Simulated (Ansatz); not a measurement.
Input file:

```yaml
crystal:
  periodic: [false, false, false]
  atoms:
    - {symbol: Al, position_ang: [0.000000, 0.000000, 0.000000]}
    - {symbol: P, position_ang: [0.000000, 0.000000, 2.380600]}
basis:
  gaussian: {orbitals: aug-cc-pVDZ}
total_charge: 1
magnetization: {spin_polarized: true, initial_magnetization: 1}
correlation: {method: bccd, electrons: outside_noble_gas, diis_vectors: 12}
scf: {omitted_lower_state_checks: [cluster_reference]}
output: {forces: true}
```

```sh
$ ansatz run in.yaml --threads 1 --pin off --events-out ev --progress --plain --max-ram 2393MiB
```

Roughly how long does this take on 1 thread of Arm Neoverse V1, shared host, and how much host memory?

8 s wall and 0.22 GiB.

```
these checks for a lower state are left out or cut short: cluster_reference
553 factors; integrals over basis functions are off by at most 6.2e-4 eV
mean field evaluation 1: about -15842.3596 eV, gradient 1.5e1 eV
mean field evaluation 2: about -15842.3598 eV, gradient 1.5e1 eV
mean field evaluation 4: about -15844.9066 eV, gradient 1.4e0 eV
mean field evaluation 8: about -15844.9934 eV, gradient 4.2e-1 eV
mean field evaluation 16: about -15845.6378 eV, gradient 5.0e0 eV
mean field evaluation 32: about -15845.2788 eV, gradient 2.2e-1 eV
mean field evaluation 64: about -15846.3113 eV, gradient 5.3e0 eV
mean field evaluation 96: about -15845.4927 eV, gradient 1.5e0 eV
mean field evaluation 128: about -15845.2523 eV, gradient 7.2e-1 eV
mean field evaluation 160: about -15844.9477 eV, gradient 3.0e-2 eV
mean field -15846.98632005 eV, -582.3660057888 hartree, gradient 1.4e-6 eV, S^2 1.828860; 15 other end points of the search recorded, 0 dependent functions left out
10 core orbitals not correlated: weight in the atoms' cores, before any rotation towards them, 1.000 or more for the frozen orbitals, at most 0.000 for the correlated occupied ones
reference -15846.98632005 eV, -582.3660057888 hartree; 4, 3 occupied and 40, 41 virtual orbitals, 553 factors
second order -2.49111119 eV of doubles, -0.00000000 eV of singles
cycle   1  -3.03782086 eV  change   -5.5e-1 eV  update   7.5e-2
cycle   2  -3.29713726 eV  change   -2.6e-1 eV  update   3.8e-2
cycle   3  -3.31680247 eV  change   -2.0e-2 eV  update   1.6e-2
cycle   4  -3.32071903 eV  change   -3.9e-3 eV  update   9.8e-3
cycle   5  -3.32982053 eV  change   -9.1e-3 eV  update   7.8e-3
cycle   6  -3.33714460 eV  change   -7.3e-3 eV  update   5.5e-3
cycle   7  -3.34513070 eV  change   -8.0e-3 eV  update   2.8e-3
cycle   8  -3.34606770 eV  change   -9.4e-4 eV  update   1.4e-3
cycle   9  -3.34584475 eV  change    2.2e-4 eV  update   7.5e-4
cycle  10  -3.34644813 eV  change   -6.0e-4 eV  update   3.6e-4
cycle  11  -3.34621998 eV  change    2.3e-4 eV  update   1.8e-4
cycle  12  -3.34614561 eV  change    7.4e-5 eV  update   8.8e-5
cycle  13  -3.34622129 eV  change   -7.6e-5 eV  update   4.3e-5
cycle  14  -3.34619372 eV  change    2.8e-5 eV  update   1.8e-5
cycle  15  -3.34619507 eV  change   -1.4e-6 eV  update   6.7e-6
cycle  16  -3.34619455 eV  change    5.2e-7 eV  update   2.8e-6
cycle  17  -3.34619611 eV  change   -1.6e-6 eV  update   1.2e-6
cycle  18  -3.34619570 eV  change    4.2e-7 eV  update   5.0e-7
cycle  19  -3.34619579 eV  change   -9.4e-8 eV  update   1.6e-7
WARN: the results are in doubt because among natural orbitals full CI differs from the method by +0.359 eV
the calculation of the forces begins
Total energy: -15850.33251585 eV, -582.4889762161 hartree
Atom 0 at     0.000000     0.000000     0.000000 Å, force    -0.000000    -0.000000    -0.667204 eV/Å
Atom 1 at     0.000000     0.000000     2.380600 Å, force     0.000000     0.000000     0.667205 eV/Å
Dipole moment:     0.000000    -0.000000    -0.665997 e Å
In doubt: among natural orbitals full CI differs from the method by +0.359 eV
Checks for a lower state left out: cluster_reference
```

Forces (eV/Å):
```
Al   0.000  0.000 -0.667
P    0.000  0.000  0.667
```
